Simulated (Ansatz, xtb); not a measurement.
**Isomers of C3H3FO in order of energy**

3 gas-phase structures of C3H3FO, from a drawn sample of its isomers (lower ones may exist). Each was relaxed with GFN2-xTB; where two conformers were screened, the lower at r2SCAN-D4/def2-SVP is listed:

A. `C=C(F)C=O`, a singlet
B. `O=C/C=C\F`, a singlet
C. `O=C/C=C/F`, a singlet

Question: Estimate their order in r2SCAN-D4/def2-SVP energy at these geometries, lowest first.

Answer: Calculated order at r2SCAN-D4/def2-SVP: C (0.0), B (0.4), A (1.4) kcal/mol. Less than 1 kcal/mol parts C and B; B and A, so the order within those pairs means little.

Energies above the lowest of each column, in kcal/mol; the last columns are at PBE0-D3(BJ)/def2-SVP geometries:

```json
{"structure": "C", "GFN2-xTB": "0.0", "HF/STO-3G": "0.0", "r2SCAN-D4/def2-SVP": "0.0", "PBE0-D3(BJ)/def2-SVP": "0.0", "CCSD(T)/def2-SVP + ΔMP2/def2-TZVPP": "0.0"}
{"structure": "B", "GFN2-xTB": "0.5", "HF/STO-3G": "0.1", "r2SCAN-D4/def2-SVP": "0.4", "PBE0-D3(BJ)/def2-SVP": "0.4", "CCSD(T)/def2-SVP + ΔMP2/def2-TZVPP": "0.8"}
{"structure": "A", "GFN2-xTB": "1.3", "HF/STO-3G": "0.6", "r2SCAN-D4/def2-SVP": "1.4", "PBE0-D3(BJ)/def2-SVP": "1.3", "CCSD(T)/def2-SVP + ΔMP2/def2-TZVPP": "1.2"}
```

Every level run on C puts it lowest or level with the lowest. Flexible structures stand in one conformer each, not always the lowest. ΔMP2 is the change of the MP2 energy from the smaller to the larger basis.

Programs: Ansatz 0.2.0, xtb 6.7.1.
